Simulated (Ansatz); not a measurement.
Geometry optimisation, RKS PBE-D4/6-31G* (Ansatz).

The input (input.yaml):

```yaml
crystal:
  periodic: [false, false, false]
  atoms:
    - { symbol: B, position_ang: [0.02026, -0.566058, -0.372177] }
    - { symbol: C, position_ang: [-0.053729, -0.064577, 2.388607] }
    - { symbol: H, position_ang: [-0.965207, -0.0173, 3.004445] }
    - { symbol: H, position_ang: [0.824372, -0.260104, 3.023372] }
    - { symbol: H, position_ang: [0.083167, 0.891221, 1.861762] }
    - { symbol: H, position_ang: [1.072863, 0.010869, -0.361596] }
    - { symbol: H, position_ang: [-1.047993, -0.023735, -0.455698] }
    - { symbol: S, position_ang: [0.135083, -2.415673, -0.437455] }
    - { symbol: H, position_ang: [-1.197638, -2.69225, -0.47996] }
    - { symbol: H, position_ang: [-0.148878, -0.903293, 1.670201] }
basis:
  gaussian: { orbitals: "6-31G*" }
hamiltonian:
  xc: pbe
  dispersion: d4
relax:
  f_tol: 0.03
  max_steps: 50
output:
  orbitals: {}
```

Command:

```bash
$ ansatz run input.yaml --threads 1 --pin off --max-ram 2048MiB --backend cpu --events-out ev --progress --plain --runs-dir out
```

Problem. Where does it end, and by what steps?

Solution. It converged. The force dipped under the threshold on the way, but the program's further checks kept it going. After 14 steps the energy has fallen by 0.177 eV; H10 moved furthest, 0.74 Å.

```json
{"step": "0", "energy less start (eV)": "0.0000", "largest force component (eV/Å)": "1.078", "accepted": "yes"}
{"step": "1", "energy less start (eV)": "-0.1016", "largest force component (eV/Å)": "0.728", "accepted": "yes"}
{"step": "2", "energy less start (eV)": "-0.1509", "largest force component (eV/Å)": "0.283", "accepted": "yes"}
{"step": "3", "energy less start (eV)": "-0.1513", "largest force component (eV/Å)": "0.353", "accepted": "yes"}
{"step": "4", "energy less start (eV)": "-0.1672", "largest force component (eV/Å)": "0.296", "accepted": "yes"}
{"step": "5", "energy less start (eV)": "-0.1729", "largest force component (eV/Å)": "0.118", "accepted": "yes"}
{"step": "6", "energy less start (eV)": "-0.1750", "largest force component (eV/Å)": "0.074", "accepted": "yes"}
{"step": "7", "energy less start (eV)": "-0.1756", "largest force component (eV/Å)": "0.029", "accepted": "yes"}
{"step": "8", "energy less start (eV)": "-0.1758", "largest force component (eV/Å)": "0.036", "accepted": "yes"}
{"step": "9", "energy less start (eV)": "-0.1761", "largest force component (eV/Å)": "0.031", "accepted": "yes"}
{"step": "10", "energy less start (eV)": "-0.1763", "largest force component (eV/Å)": "0.033", "accepted": "yes"}
{"step": "11", "energy less start (eV)": "-0.1764", "largest force component (eV/Å)": "0.036", "accepted": "yes"}
{"step": "12", "energy less start (eV)": "-0.1753", "largest force component (eV/Å)": "0.108", "accepted": "no"}
{"step": "13", "energy less start (eV)": "-0.1766", "largest force component (eV/Å)": "0.011", "accepted": "yes"}
{"step": "14", "energy less start (eV)": "-0.1768", "largest force component (eV/Å)": "0.021", "accepted": "yes"}
```

```xyz
10
Properties=species:S:1:pos:R:3
B 0.010 -0.646 -0.727
C -0.031 -0.023 2.712
H -1.011 0.176 3.173
H 0.767 0.153 3.449
H 0.112 0.651 1.853
H 1.073 -0.087 -0.734
H -1.037 -0.060 -0.700
S 0.081 -2.428 -0.784
H -1.252 -2.709 -0.770
H 0.010 -1.069 2.370
```

Whether the end is a true minimum wasn't checked by a vibrational analysis.

Time of the run: 30 s on 1 thread of Arm Neoverse V1 (shared host), peak memory 0.13 GiB.
